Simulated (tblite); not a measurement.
Compound: C6H7 (doublet state).
Geometry (GFN2-xTB, Å), atoms numbered from 1 in this order:
```xyz
13
C6H7 angstrom
C      2.231    0.787    0.176
C      2.111   -0.547   -0.032
C      0.894   -1.239   -0.121
C     -0.342   -0.634   -0.008
C     -1.433   -0.112    0.088
C     -2.731    0.507    0.204
H      1.360    1.410    0.285
H      3.193    1.262    0.237
H      3.010   -1.141   -0.139
H      0.905   -2.307   -0.289
H     -2.832    0.987    1.179
H     -3.517   -0.239    0.093
H     -2.853    1.267   -0.569
```

Structure optimised with GFN2-xTB, isolated species. This method treats the open shell by occupation alone, without spin polarisation.

Take the most abundant isotopes and a rigid rotor. The values belong to one conformer with, in the numbering `[CH2:1]/[CH:2]=[CH:3]\[C:4]#[C:5][CH3:6]`, H–C1–C2–C3 0° and 180°.

(1) What are A, B and C (cm⁻¹)?

(2) Classify the top.

(3) What does the inertial defect say?

(4) Give the other two planar moments, Paa and Pbb, and the rms extents of the mass along the axes.

(5) List the rotational levels J(Ka,Kc) to J = 3 (K).

(6) Estimate the classical rotational partition function at 100 K, 200 K and 500 K.

Answers

(1) Ia = 48.73, Ib = 292.11, Ic = 337.68 u·Å²; 505379 MHz·u·Å²/I gives 10370, 1730 and 1497 MHz, that is A = 0.34592, B = 0.05771, C = 0.04992 cm⁻¹.

(2) A near-prolate asymmetric top; Ray's κ = -0.947.

(3) Not planar: Δ = Ic − Ia − Ib = -3.16 u·Å². For a rigid frame Δ = −2 Σ m c², so Σ m c² = 1.58 u·Å² lies off the ab plane, practically all of it from hydrogen. The atom farthest from that plane is 0.89 Å away.

(4) Paa = Σ m a² = (Ib + Ic − Ia)/2 = 290.53 and Pbb = Σ m b² = (Ia + Ic − Ib)/2 = 47.15 u·Å². With the mass M = 79.05 u, the rms extents √(P/M) along a, b and c are 1.92, 0.77, 0.14 Å.

(5) Above 0(0,0), as E/k:
J = 1: 1(0,1) 0.155, 1(1,1) 0.570, 1(1,0) 0.581
J = 2: 2(0,2) 0.464, 2(1,2) 0.868, 2(1,1) 0.902, 2(2,1) 2.146, 2(2,0) 2.146
J = 3: 3(0,3) 0.928, 3(1,3) 1.316, 3(1,2) 1.383, 3(2,2) 2.610, 3(2,1) 2.611, 3(3,1) 4.712, 3(3,0) 4.712
The levels of one J sum to (2J + 1)J(J + 1)(A + B + C)/3.

(6) Point group Cs, symmetry number σ = 1; q = (√π/σ)·√((kT/h)³/(ABC)), k/h = 20836.6 MHz/K: 32500 at 100 K, 92000 at 200 K, 364000 at 500 K.

For this open shell read J as N, the rotation without spin; fine and hyperfine splittings come on top. Its lowest GFN2-xTB frequency is 5 cm⁻¹, too small to tell a flat minimum from a shallow saddle. Zero-point vibration and centrifugal distortion are left out.

These are computed values.
